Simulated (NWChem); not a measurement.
All runs are NWChem calculations. System: NO, charge 0, spin multiplicity 2, displaced from the optimised geometry. Its SCF solution wasn't tested for a lower state. Level: UPBE0/def2-TZVP.

Input file:

```
start mol
memory heap 200 mb stack 900 mb global 1100 mb
geometry units angstroms nocenter noautoz
  N      0.000000     0.000000     0.631217
  O      0.000000     0.000000    -0.552315
  symmetry group C2v
end
basis spherical
  * library def2-tzvp
end
dft
  xc pbe0
  odft
  mult 2
  semidirect memsize 60000000 filesize 0
  iterations 100
  grid medium
end
task dft gradient
```

Part of the output:

```
             Northwest Computational Chemistry Package (NWChem) 7.3.0
             --------------------------------------------------------

                                NWChem Input Module
                                -------------------

 Scaling coordinates for geometry "geometry" by  1.889725989
 (inverse scale =  0.529177249)

 Turning off AUTOSYM since
 SYMMETRY directive was detected!

                             Geometry "geometry" -> ""
                             -------------------------

 Output coordinates in angstroms (scale by  1.889725989 to convert to a.u.)

  No.       Tag          Charge          X              Y              Z
 ---- ---------------- ---------- -------------- -------------- --------------
    1 N                    7.0000     0.00000000     0.00000000     0.63121700
    2 O                    8.0000     0.00000000     0.00000000    -0.55231500

 Effective nuclear repulsion energy (a.u.)      25.0385506636

            Nuclear Dipole moment (a.u.)
            ----------------------------
        X                 Y               Z
 ---------------- ---------------- ----------------
     0.0000000000     0.0000000000    -0.0000018897

      Symmetry information
      --------------------

 Group name             C2v
 Group number             16
 Group order               4
 No. of unique centers     2

      Symmetry unique atoms

     1    2


 Summary of "ao basis" -> "" (spherical)
 ------------------------------------------------------------------------------
       Tag                 Description            Shells   Functions and Types
 ---------------- ------------------------------  ------  ---------------------
 *                         def2-tzvp                  on all atoms

                                 NWChem DFT Module
                                 -----------------

 Summary of "ao basis" -> "ao basis" (spherical)
 ------------------------------------------------------------------------------
       Tag                 Description            Shells   Functions and Types
 ---------------- ------------------------------  ------  ---------------------
[...]
     2   0 2 0     -7.192589     -3.768022     -3.424567      0.000000
     2   0 1 1     -0.000000     -0.000000     -0.000000      0.000000
     2   0 0 2     -8.386442    -14.595134    -12.466043     18.674735

            General Information
            -------------------
          SCF calculation type: DFT
          Wavefunction type:  spin polarized.
          No. of atoms     :     2
          No. of electrons :    15
           Alpha electrons :     8
            Beta electrons :     7
          Charge           :     0
          Spin multiplicity:     2
          Use of symmetry is: on ; symmetry adaption is: on
          Maximum number of iterations: 100
          AO basis - number of functions:    62
                     number of shells:    22
          Convergence on energy requested:  1.00D-06
          Convergence on density requested:  1.00D-05
          Convergence on gradient requested:  5.00D-04

              XC Information
              --------------
                         PBE0 Method XC Functional
                     Hartree-Fock (Exact) Exchange  0.250
          PerdewBurkeErnzerhof Exchange Functional  0.750
            Perdew 1991 LDA Correlation Functional  1.000 local
           PerdewBurkeErnz. Correlation Functional  1.000 non-local

             Grid Information
             ----------------
          Grid used for XC integration:  medium
          Radial quadrature: Mura-Knowles
          Angular quadrature: Lebedev.
          Tag              B.-S. Rad. Rad. Pts. Rad. Cut. Ang. Pts.
          ---              ---------- --------- --------- ---------
          N                   0.65       49           6.0       434
          O                   0.60       49           6.0       434
          Grid pruning is: on
          Number of quadrature shells:    98
          Spatial weights used:  Erf1

          Convergence Information
          -----------------------
          Convergence aids based upon iterative change in
          total energy or number of iterations.
          Levelshifting, if invoked, occurs when the
          HOMO/LUMO gap drops below (HL_TOL):  1.00D-02
          DIIS, if invoked, will attempt to extrapolate
          using up to (NFOCK): 10 stored Fock matrices.

                    Damping( 0%)  Levelshifting(0.5)       DIIS
                  --------------- ------------------- ---------------
          dE  on:    start            ASAP                start
          dE off:    2 iters        100 iters           100 iters

      Screening Tolerance Information
      -------------------------------
          Density screening/tol_rho:  1.00D-10
          AO Gaussian exp screening on grid/accAOfunc:  14
          CD Gaussian exp screening on grid/accCDfunc:  20
          XC Gaussian exp screening on grid/accXCfunc:  20
          Schwarz screening/accCoul:  1.00D-08

                            NWChem DFT Gradient Module
                            --------------------------

  charge          =   0.00
  wavefunction    = open shell

  Using symmetry

                         DFT ENERGY GRADIENTS

    atom               coordinates                        gradient
                 x          y          z           x          y          z
   1 N       0.000000   0.000000   1.192827    0.000000   0.000000   0.082500
   2 O       0.000000   0.000000  -1.043724    0.000000   0.000000  -0.082500

                 ----------------------------------------
                 |  Time  |  1-e(secs)   |  2-e(secs)   |
                 ----------------------------------------
                 |  CPU   |       0.00   |       1.01   |
                 ----------------------------------------
                 |  WALL  |       0.00   |       1.01   |
                 ----------------------------------------

 Task  times  cpu:        1.5s     wall:        1.5s

 Total times  cpu:        1.5s     wall:        1.5s
```
